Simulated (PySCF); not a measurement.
Molecule: `InChI=1S/C5H11N/c6-5-3-1-2-4-5/h5H,1-4,6H2`.

Geometry:
```csv
atom,x (Å),y (Å),z (Å)
N1,2.163,0.060,0.709
C2,0.730,0.193,0.585
C3,0.017,-1.150,0.445
C4,-1.410,-0.791,0.019
C5,-1.308,0.594,-0.674
C6,0.176,0.972,-0.617
H7,2.544,-0.355,-0.141
H8,2.599,0.976,0.797
H9,0.361,0.680,1.509
H10,0.071,-1.754,1.362
H11,0.526,-1.727,-0.349
H12,-2.067,-0.729,0.900
H13,-1.848,-1.556,-0.639
H14,-1.916,1.337,-0.134
H15,-1.690,0.576,-1.705
H16,0.703,0.619,-1.522
H17,0.350,2.058,-0.545
```

Geometry PBE0-D3(BJ)/def2-SVP throughout; GIAO in PySCF, gas phase, one conformer, non-relativistic; equivalent atoms averaged; functional PBE0.

For orientation, def2-SVP gives these absolute shieldings σ: N1 229.8, C2 139.3, C3/C6 156.1, H9 28.72, H10/H17 29.82, H12/H14 29.99, H13/H15 29.94, H11/H16 30.62, H7/H8 31.49 ppm.

A run gave: N1 224.6, C2 137.9, C3/C6 155.6, H9 28.40, H10/H17 29.55, H12/H14 29.76, H13/H15 29.63, H11/H16 30.44, H7/H8 31.10 ppm (absolute shieldings σ).

Task: Which basis set was used in that run?
A. def2-TZVP
B. aug-cc-pVDZ
C. cc-pVDZ
D. pcSseg-1

Result: B. N1 tells them apart best: aug-cc-pVDZ gives 224.6, pcSseg-1 gives 217.7, def2-TZVP gives 218.0, cc-pVDZ gives 230.4 ppm.
